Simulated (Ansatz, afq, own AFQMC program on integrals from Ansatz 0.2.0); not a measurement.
Where AFQMC and coupled cluster stand for GeH₄Cl, doublet

```xyz
6

Ge   -1.0522    0.0000    0.0000
H    -1.5636    1.4466    0.0000
H    -1.5636   -0.7233    1.2528
H    -1.5636   -0.7233   -1.2528
H     0.6078    0.0000    0.0000
Cl    2.2718    0.0000    0.0000
```

Connectivity, by distances: GeH3 ··· Cl, 1 bridging H.

Basis cc-pVTZ. Only valence electrons are correlated. Ansatz 0.2.0 and our own AFQMC program on the same integrals; the CISD trial comes from CCSD amplitudes, and released means the phaseless constraint is let go. ± is one standard error of the sampling. No spin–orbit coupling.

Determinant: UHF, the one that the program's search chose, which needn't be the lowest solution. The geometry is a point of a scan.

No full CI on the walks' own integrals is used here. The released AFQMC energy serves as the reference, which it does only where one determinant dominates, the energy is flat over the last release times and near the phaseless one (40 meV or 2 meV an electron, half that with transition metals). On small molecules, where full CI could be run and the noise was under 10 meV, such values lay within 10 meV of it in 19 cases of 20, a flattering rate, since the rule was set on those same cases; what remains of the bias isn't in the error bar.

Cautions: no relativity below Rb; no spin-orbit coupling; inner d shell frozen; the released value is read at 1.50 1/Eh (meV from the phaseless value at times in 1/Eh: 8 ± 7 at 0.24, 8 ± 9 at 0.51, -11 ± 9 at 0.99, -7 ± 10 at 1.50).

* T1 diagnostic: 0.0155
* weight of the determinant in the CISD state: 0.846
* ⟨S²⟩ of the determinant: 0.781
* size of the correlated space: 15 electrons in 114 orbitals

Task: Estimate: order these by the size of their error in total energy against AFQMC with the constraint released, smallest first.
A. CCSD
B. CCSD(T)
C. phaseless AFQMC with a CISD trial
D. MP2

Result: C (0.16 ± 0.27 kcal/mol), B (1.41 ± 0.23 kcal/mol), A (9.06 ± 0.23 kcal/mol), D (38.82 ± 0.23 kcal/mol).

Reference: AFQMC with the constraint released, correlation energy -10.371 ± 0.010 eV.

A walk keeps the symmetry of its determinant, which the program's search chose and which needn't be the lowest solution, so a lower state of the same spin and another symmetry isn't excluded. Released energies are given only where the last usable release times agree within the noise; a slower fall can still hide under it.
